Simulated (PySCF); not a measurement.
A structure optimised at PBE0-D3(BJ)/def2-SVP (Å):
```
atom  x, y, z in Å
O1     1.162   -0.115   -1.121
S2     0.285   -0.081    0.015
O3     0.671   -0.520    1.327
Cl4   -0.455    1.826    0.186
Cl5   -1.445   -1.067   -0.492
```

Neutral, closed shell.

Question: Which heavy atoms are bonded, and with what formal order?

Answer: O1–S2 1.44 Å (double); S2–O3 1.44 Å (double); S2–Cl4 2.05 Å (single); S2–Cl5 2.05 Å (single). The orders are those of one drawing; other resonance forms can be drawn.

Question: Give the structure as a SMILES string.

Answer: `O=S(=O)(Cl)Cl`, Cl2O2S, sulfuryl chloride.

Question: What is the point group of this geometry?

Answer: C2v (tolerance 0.08 Å).

Question: Describe the place of each heavy atom.

Answer: O1/O3: sulfonyl oxygen; S2: sulfonyl sulfur; Cl4/Cl5: chlorine bonded to S.

Question: What is the arrangement about S2?

Answer: It has 4 neighbours (O1, O3, Cl4, Cl5) and is distorted tetrahedral (angles from 99.4° to 123.5°).

All values are computed, not measured.
